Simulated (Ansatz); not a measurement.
Species: C$_{2}$H$_{2}$N, charge 0, doublet. C2H2N (SMILES N#C[CH2], doublet).
B3LYP-D3(BJ)/def2-TZVP minimum from Ansatz (a quantum-chemistry and plane-wave program):
```xyz
5

C     -0.0090    -0.1659    -1.1772
C      0.0014     0.0261     0.1854
N      0.0103     0.1888     1.3399
H      0.9204    -0.2159    -1.7250
H     -0.9467    -0.2673    -1.7035
```
Charge 0, spin multiplicity 2.

Total energies in hartree (Ansatz). Open shells are spin-unrestricted; no spin-orbit coupling. Cores are frozen in correlated methods. No relativity. For partners of very few electrons the exact lower level stands in for a higher one. The UHF reference of C2H2N ([CH2]C#N, doublet) is spin-contaminated (<S^2> up to 0.19 over the pure value in the sets run).

```tsv
species	HF/cc-pVTZ	CCSD(T)/cc-pVTZ	HF/cc-pVQZ	CCSD(T)/cc-pVQZ	CCSD(T)/cc-pVDZ	CCSDT(Q)/cc-pVDZ
1: C2H2N (SMILES [CH2]C#N, doublet)	-131.35222	-131.86341	-131.36085	-131.90004	-131.73965	-131.74236
2: C (triplet)	-37.69157	-37.78076	-37.69331	-37.78654	-37.76038	-37.76071
3: N (quartet)	-54.40069	-54.51471	-54.40372	-54.52482	-54.47850	-54.47866
4: H (doublet)	-0.49981	-0.49981	-0.49995	-0.49995	-0.49928	-0.49928
```

Q: Work out the atomisation energy (electronic, to ground-state atoms) in kJ/mol: take Hartree-Fock from cc-pVQZ, extrapolate the CCSD(T) correlation energy as X^-3 (X = 3, 4), and add CCSDT(Q) - CCSD(T) in cc-pVDZ. 1 hartree = 2625.5 kJ/mol.

A: 
Species 1: correlation (64·(-0.53919) - 27·(-0.51119))/37 = -0.55962; step -0.00271; E1 = -131.36085 + (-0.55962) + (-0.00271) = -131.92318
Species 2: correlation (64·(-0.09323) - 27·(-0.08919))/37 = -0.09618; step -0.00033; E2 = -37.69331 + (-0.09618) + (-0.00033) = -37.78982
Species 3: correlation (64·(-0.12110) - 27·(-0.11402))/37 = -0.12627; step -0.00016; E3 = -54.40372 + (-0.12627) + (-0.00016) = -54.53015
Species 4: correlation (64·(0.00000) - 27·(0.00000))/37 = 0.00000; step +0.00000; E4 = -0.49995 + (0.00000) + (+0.00000) = -0.49995
-1·E1 +2·E2 +1·E3 +2·E4 = 0.81349 hartree = 2135.8 kJ/mol.
